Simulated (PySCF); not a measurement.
Species: nitrosyl fluoride, FNO.
InChI=1S/FNO/c1-2-3

Method: EOM-IP-CCSD/aug-cc-pVTZ in PySCF, restricted Hartree–Fock reference, 3 core orbitals frozen, non-relativistic, gas phase, PBE0-D3(BJ)/def2-SVP geometry.

The vertical ionisation energies are 12.97, 14.85, 15.13, 19.59 eV.

Task: Which Hartree–Fock orbital leads each hole, and what is its Koopmans value −ε?

Result: 
```json
{"leading hole (HF orbital)": "HOMO", "Koopmans (eV)": "14.08", "EOM-IP-CCSD (eV)": "12.97", "change (eV)": "-1.11", "one-hole share": "0.95"}
{"leading hole (HF orbital)": "HOMO-2", "Koopmans (eV)": "17.40", "EOM-IP-CCSD (eV)": "14.85", "change (eV)": "-2.55", "one-hole share": "0.94"}
{"leading hole (HF orbital)": "HOMO-1", "Koopmans (eV)": "17.07", "EOM-IP-CCSD (eV)": "15.13", "change (eV)": "-1.94", "one-hole share": "0.94"}
{"leading hole (HF orbital)": "HOMO-3", "Koopmans (eV)": "20.36", "EOM-IP-CCSD (eV)": "19.59", "change (eV)": "-0.77", "one-hole share": "0.93"}
```

Task: Does the order of the lines follow the orbital energies?

Result: No: the HOMO-2 hole (14.85 eV) falls below the HOMO-1 hole (15.13 eV). The corrections run from -2.55 to -0.77 eV, with a mean of -1.59 eV over the 4 lines; no line lies above its Koopmans value.

Task: At what kinetic energies would He I light (21.22 eV) eject these electrons?

Result: 8.25 eV (HOMO), 6.37 eV (HOMO-2), 6.09 eV (HOMO-1), 1.63 eV (HOMO-3).

One root was sought for each valence orbital with −ε under 21 eV, eight at most, so deeper holes and satellites are missing; no vibrational structure.
